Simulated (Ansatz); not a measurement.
Molecule: C2H4NO, charge -1, multiplicity 1. It need not be the lowest isomer of its formula. Whether it binds its extra electron was not tested at this geometry. 
Structure (B3LYP-D3(BJ)/def2-TZVP (Ansatz, a quantum-chemistry and plane-wave program) minimum search):
```
C
O 1 1.2648
N 1 1.3177 2 129.80
H 3 1.0250 1 105.79 2 0.00
C 1 1.5412 2 115.80 3 180.00
H 5 1.0912 1 112.03 2 -180.00
H 5 1.0948 6 109.59 1 -121.47
H 5 1.0948 6 109.59 7 -117.06
```
Charge -1, spin multiplicity 1.

Q: Give the harmonic wavenumbers at B3LYP-D3(BJ)/def2-TZVP (Ansatz, finite differences of forces, unscaled).

A: 136, 431, 571, 583, 840, 848, 1000, 1045, 1207, 1334, 1403, 1467, 1476, 1610, 3001, 3048, 3085, 3353 cm⁻¹. Zero-point energy 37.8 kcal/mol.

Q: From these and the geometry, give the ideal-gas thermochemistry at 298.15 K and 1 atm (rigid rotor, harmonic oscillator).

A: Point group Cs, rotational symmetry number 1. Rotational constants 11.2, 9.705, 5.373 GHz. S(trans) 38.10, S(rot) 23.82, S(vib) 5.33, S(elec, spin only) 0.00, S 67.3 cal/(mol K). H(298) - H(0) 3.34 kcal/mol; G - E(el) 21.1 kcal/mol.
